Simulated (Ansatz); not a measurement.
# Si2NH3 (SMILES N#[Si][SiH3]): a rigid scan of the angle H4–Si3–Si2

The task here is to estimate one member of a computed series from the others.

Computed with Ansatz 0.2.0, Gaussian basis. Level: single points in def2-TZVPP.

Levels: PBE-D4, r2SCAN-D4, PBE0-D4, B3LYP-D4, wB97M-V, Hartree-Fock, MP2, CCSD, CCSD(T). The scan takes 77.0, 84.5, 92.0, 99.5, 107.0, 114.5, 122.0, 129.5, 137.0°.

Correlated methods freeze the cores. B3LYP uses VWN-RPA correlation.

37 further runs of the same task are left out: 37 set aside as unsound or not needed.

## Where the work starts

The minimum, relaxed at PBE0-D4: SMILES `N#[Si][SiH3]`, 6 atoms, charge 0, spin multiplicity 1.

Atoms are counted from 1 here; the program's logs count them from 0.

Bond lengths: N1–Si2 1.561 Å, Si2–Si3 2.345 Å, Si3–H4 1.481 Å, Si3–H5 1.481 Å, Si3–H6 1.481 Å. Angles: N1–Si2–Si3 180.0°, Si2–Si3–H4 107.0°, Si2–Si3–H5 107.0°, Si2–Si3–H6 107.0°, H4–Si3–H5 111.9°, H4–Si3–H6 111.9°, H5–Si3–H6 111.9°.

Geometry (Å):

```mol
H3NSi2
  3D, bonds by distance, orders not assigned

  6  5  0  0  0  0  0  0  0  0999 V2000
    1.2831   -2.4497    1.3567 N   0  0
    0.6326   -1.2081    0.6690 Si  0  0
   -0.3439    0.6567   -0.3637 Si  0  0
   -1.5532    0.1756   -1.0701 H   0  0
    0.6608    1.2063   -1.3024 H   0  0
   -0.6794    1.6192    0.7105 H   0  0
  1  2  8  0
  2  3  8  0
  3  4  8  0
  3  5  8  0
  3  6  8  0
M  END
```

Energies of the minimum (eV), from earlier single points: PBE-D4 -17282.31491, r2SCAN-D4 -17289.60982, PBE0-D4 -17283.34114, B3LYP-D4 -17293.23164, wB97M-V -17289.92403, CCSD(T) -17264.83047.

At the minimum the angle H4–Si3–Si2 is 107.0°.

The first run:

ccsdt-tzvpp/in.yaml reads:

```yaml
crystal:
  periodic: [false, false, false]
  atoms:
    - {symbol: N, position_ang: [1.283081, -2.449674, 1.356704]}
    - {symbol: Si, position_ang: [0.632641, -1.208050, 0.669000]}
    - {symbol: Si, position_ang: [-0.343942, 0.656662, -0.363678]}
    - {symbol: H, position_ang: [-1.253699, -0.448524, -0.742685]}
    - {symbol: H, position_ang: [0.660761, 1.206313, -1.302398]}
    - {symbol: H, position_ang: [-0.679367, 1.619192, 0.710457]}
basis:
  gaussian: {orbitals: def2-TZVPP}
correlation: {method: ccsd_t}
```

The command line of these runs was not kept.

Among the steps run: H4–Si3–Si2 = 77.0°; H4–Si3–Si2 = 84.5°; H4–Si3–Si2 = 92.0°; H4–Si3–Si2 = 99.5°; H4–Si3–Si2 = 107.0°; H4–Si3–Si2 = 114.5°; H4–Si3–Si2 = 122.0°; H4–Si3–Si2 = 129.5°; H4–Si3–Si2 = 137.0°.

One of the session's tables, all rows but one given; the rest of the session is left out.

Energies less that of the minimum at the same level (eV): The rows 107.0 (minimum) and angle (°) = 107.0 agree to the last digit and may rest on the same set-up.

| angle (°) | PBE-D4 | PBE0-D4 | B3LYP-D4 | wB97M-V | Hartree-Fock |
| --- | --- | --- | --- | --- | --- |
| 77.0 | 0.457 | 0.483 | 0.508 | 0.490 | 0.606 |
| 84.5 | 0.260 | 0.270 | 0.286 | 0.269 | 0.332 |
| 92.0 | ? | ? | ? | ? | ? |
| 99.5 | 0.031 | 0.029 | 0.033 | 0.027 | 0.033 |
| 107.0 (minimum) | 0.000 | 0.000 | 0.000 | 0.000 | 0.000 |
| 107.0 | 0.000 | 0.000 | 0.000 | 0.000 | 0.000 |
| 114.5 | 0.023 | 0.029 | 0.027 | 0.033 | 0.040 |
| 122.0 | 0.101 | 0.117 | 0.114 | 0.126 | 0.150 |
| 129.5 | 0.232 | 0.262 | 0.260 | 0.277 | 0.331 |
| 137.0 | 0.417 | 0.465 | 0.464 | 0.487 | 0.581 |

Estimate the missing values for angle (°) = 92.0.

Worked estimate for «PBE-D4». A straight line through the neighbours (84.5, 0.260) and (99.5, 0.031) gives 0.260 + (0.031 − 0.260) × (92.0 − 84.5) / (99.5 − 84.5) = 0.146; a parabola fitted to 4 rows on both sides gives 0.118.

As computed: PBE-D4: 0.118; PBE0-D4: 0.119; B3LYP-D4: 0.128; wB97M-V: 0.116; Hartree-Fock: 0.142. In «PBE-D4» the line misses by +0.028 and the parabola by 0.000.

To keep in mind: The T1 diagnostic is large here, over the usual mark for main-group molecules (transition-metal compounds often pass it harmlessly), so CCSD(T) itself may be off.
